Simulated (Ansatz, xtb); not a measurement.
## FHSSi: which of two structures lies lower

We compare X, `F[SiH]=S`, a singlet, with Y, a singlet given by its coordinates. Both are isolated molecules in the gas phase, relaxed with PBE0-D4/def2-TZVP.

X (Å):

```yaml
atoms:
  - { symbol: F, position_ang: [1.2278, 0.5001, -0.9876] }
  - { symbol: S, position_ang: [-0.7130, -1.6187, 0.2614] }
  - { symbol: Si, position_ang: [-0.2266, 0.0510, -0.5555] }
  - { symbol: H, position_ang: [-1.0827, 1.1935, -0.9237] }
```

Y (Å):

```xyz
4

F    -1.6955   -0.8016   -3.3207
S     0.5072   -2.1540   -1.9897
Si   -1.3476   -2.3590   -3.0658
H     0.5169   -0.8089   -2.0288
```

Close contacts (Å): F1–Si3 1.62, S2–Si3 2.15, S2–H4 1.35.

**Question.** Estimate E(Y) − E(X) at the level CCSD(T)/def2-TZVPP.

**Answer.** Calculated at CCSD(T)/def2-TZVPP: E(Y) − E(X) = +0.376 eV, so structure X lies lower.

The same difference at several levels:

```json
{"level": "GFN2-xTB", "geometry": "GFN2-xTB", "E(Y) − E(X) (eV)": "+1.234", "departure from the last row (eV)": "+0.858", "job, with rough time for the two": "optimisation, 0.085 s"}
{"level": "HF/STO-3G", "geometry": "GFN2-xTB", "E(Y) − E(X) (eV)": "−0.959", "departure from the last row (eV)": "−1.335", "job, with rough time for the two": "single point, 0.14 s"}
{"level": "r2SCAN-D4/def2-SVP", "geometry": "GFN2-xTB", "E(Y) − E(X) (eV)": "+0.356", "departure from the last row (eV)": "−0.020", "job, with rough time for the two": "single point, 1.4 s"}
{"level": "PBE0-D4/def2-TZVP", "geometry": "PBE0-D4/def2-TZVP", "E(Y) − E(X) (eV)": "+0.368", "departure from the last row (eV)": "−0.007", "job, with rough time for the two": "optimisation, 11 s"}
{"level": "HF/def2-TZVPP", "geometry": "PBE0-D4/def2-TZVP", "E(Y) − E(X) (eV)": "+0.440", "departure from the last row (eV)": "+0.064", "job, with rough time for the two": "part of the CCSD(T) run"}
{"level": "MP2/def2-TZVPP", "geometry": "PBE0-D4/def2-TZVP", "E(Y) − E(X) (eV)": "+0.527", "departure from the last row (eV)": "+0.152", "job, with rough time for the two": "part of the CCSD(T) run"}
{"level": "CCSD(T)/def2-TZVPP", "geometry": "PBE0-D4/def2-TZVP", "E(Y) − E(X) (eV)": "+0.376", "departure from the last row (eV)": "", "job, with rough time for the two": "single point, 9.6 s"}
```

HF/STO-3G puts the two in the other order. The largest departure from CCSD(T)/def2-TZVPP is that of HF/STO-3G, 1.335 eV.

With harmonic frequencies from PBE0-D4/def2-TZVP (ideal gas, rigid rotor, one conformer each, 298.15 K, 1 atm): on the last row, ΔE + ΔZPE = +0.354, ΔH = +0.365, ΔG = +0.341 eV.

The correlated steps freeze 11 core orbitals. Codes used: Ansatz 0.2.0, xtb 6.7.1; the last row on 2 threads of Arm Neoverse V2 on a shared host.
